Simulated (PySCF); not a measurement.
Computed with PySCF with PBE-D3(BJ)/def2-TZVP // PBE-D3(BJ)/def2-SVP. All species are isolated molecules in the gas phase. Delta-SCF ions had no search for a lower state. 

Reference species (SMILES): `N` (neutral, multiplicity 1).

```
Property                                   Value
--------------------------------------  --------
HOMO                                    -6.15 eV
vertical ionisation energy (Delta-SCF)  11.04 eV
```

Changed species: `CN(C)C` (free base N(CH3)3; the reference has free base NH3).

### Question
Predict the effect on the HOMO and vertical ionisation energy (Delta-SCF).

### Answer
the HOMO increases by 1.37 eV, to -4.78 eV; the vertical ionisation energy (Delta-SCF) decreases by 2.88 eV, to 8.16 eV.
